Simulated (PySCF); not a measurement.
Compound: 1-chloro-1-propene(E), C3H5Cl.
Geometry (PBE0-D3(BJ)/def2-TZVP, Å), atoms numbered from 1 in this order:
```
atom  x, y, z in Å
C1    -1.159    0.065    0.271
C2     0.195   -0.473   -0.040
C3     1.240    0.295   -0.298
Cl4    2.805   -0.326   -0.662
H5    -1.164    1.156    0.287
H6    -1.507   -0.294    1.243
H7    -1.890   -0.270   -0.472
H8     0.321   -1.552   -0.055
H9     1.200    1.377   -0.300
```

The closed-shell ground state was solved at several levels (PySCF, density fitting, gas phase, non-relativistic). Geometry: PBE0-D3(BJ)/def2-TZVP; no solvent, vibrations or thermal averaging.

```csv
level,basis functions,HOMO (eV),LUMO (eV),gap (eV),dipole (D)
PBE0/pcSseg-2,221,-7.15,-0.01,7.14,1.99
CAM-B3LYP/aug-cc-pVTZ,303,-8.46,0.25,8.71,2.01
PBE0/aug-cc-pVTZ,303,-7.15,-0.07,7.08,1.98
```

What might wB97X-D/aug-cc-pVTZ (303 basis functions) give for the same quantities?

HOMO -8.96 eV, LUMO 0.85 eV, gap 9.81 eV, dipole 2.01 D.

Over all these levels, which gives the widest orbital gap and which the narrowest?

wB97X-D/aug-cc-pVTZ (range-separated hybrid) has the widest, 9.81 eV, and PBE0/aug-cc-pVTZ (global hybrid, 25 % exact exchange) the narrowest, 7.08 eV. The two share the basis. From the narrowest to the widest the HOMO moves by -1.81 eV and the LUMO by +0.92 eV.

How far do the dipole and the HOMO energy spread over the levels?

The dipole runs from 1.98 to 2.01 D (mean 1.99 D) and the HOMO from -8.96 to -7.15 eV.
